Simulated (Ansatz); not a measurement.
# C₂H₅Si+ (SMILES C=C[SiH2+]): one structure at several levels

One table from this session's results is given with a row withheld; the runs are named, their logs left out.

Program: Ansatz 0.2.0, Gaussian basis. Level of theory: single points in def2-TZVPP. These are calculated values, not measurements.

Cores are frozen in the correlated methods.

## The system as given

SMILES `C=C[SiH2+]`, 8 atoms, charge 1, spin multiplicity 1.

Atoms are counted from 1 here; the program's logs count them from 0.

Bond lengths: C1–C2 1.327 Å, C1–H4 1.204 Å, C1–H5 1.041 Å, C2–Si3 1.853 Å, C2–H6 0.959 Å, Si3–H7 1.564 Å, Si3–H8 1.423 Å. Angles: C2–C1–H4 128.3°, C2–C1–H5 133.8°, H4–C1–H5 94.6°, C1–C2–Si3 122.2°, C1–C2–H6 121.0°, Si3–C2–H6 116.8°, C2–Si3–H7 128.0°, C2–Si3–H8 112.5°, H7–Si3–H8 119.4°.

Coordinates:

```xyz
8
charge 1, multiplicity 1
C    -0.36640    1.29480   -0.24570
C    -0.58320   -0.01230   -0.18130
Si    0.71220   -1.19970    0.40720
H    -0.97510    2.12190   -0.87380
H     0.47640    1.89220   -0.11730
H    -1.43500   -0.38470   -0.41830
H     2.17460   -0.88270    0.86240
H     0.25910   -2.54900    0.39820
```

The first run:

File run/in.yaml:

```yaml
crystal:
  periodic: [false, false, false]
  atoms:
    - {symbol: C, position_ang: [-0.366400, 1.294800, -0.245700]}
    - {symbol: C, position_ang: [-0.583200, -0.012300, -0.181300]}
    - {symbol: Si, position_ang: [0.712200, -1.199700, 0.407200]}
    - {symbol: H, position_ang: [-0.975100, 2.121900, -0.873800]}
    - {symbol: H, position_ang: [0.476400, 1.892200, -0.117300]}
    - {symbol: H, position_ang: [-1.435000, -0.384700, -0.418300]}
    - {symbol: H, position_ang: [2.174600, -0.882700, 0.862400]}
    - {symbol: H, position_ang: [0.259100, -2.549000, 0.398200]}
basis:
  gaussian: {orbitals: def2-TZVPP}
total_charge: 1
correlation: {method: ccsd_t}
output: {forces: true}
```

No record of the launch command was kept for these runs.

Steps of the session up to this table: CCSD(T)/def2-TZVPP; PBE0-D4/def2-TZVPP; wB97M-V/def2-TZVPP; r2SCAN-D4/def2-TZVPP; PBE-D4/def2-TZVPP; revPBE-D4/def2-TZVPP; HSE06-D4/def2-TZVPP.

One table of the session follows, with a row left open; its other results are not shown here.

| method | RMS force component (eV/Å) | angle to CCSD(T) forces (°) |
| --- | --- | --- |
| CCSD(T) | 2.385 | reference |
| PBE0-D4 | 2.393 | 5.0 |
| wB97M-V | 2.364 | 4.7 |
| r2SCAN-D4 | 2.375 | 3.7 |
| PBE-D4 | ? | ? |
| revPBE-D4 | 2.378 | 4.0 |
| HSE06-D4 | 2.393 | 4.9 |

**Question.** Estimate the row for PBE-D4.

**Answer.** RMS force component (eV/Å): 2.378; angle to CCSD(T) forces (°): 4.6.
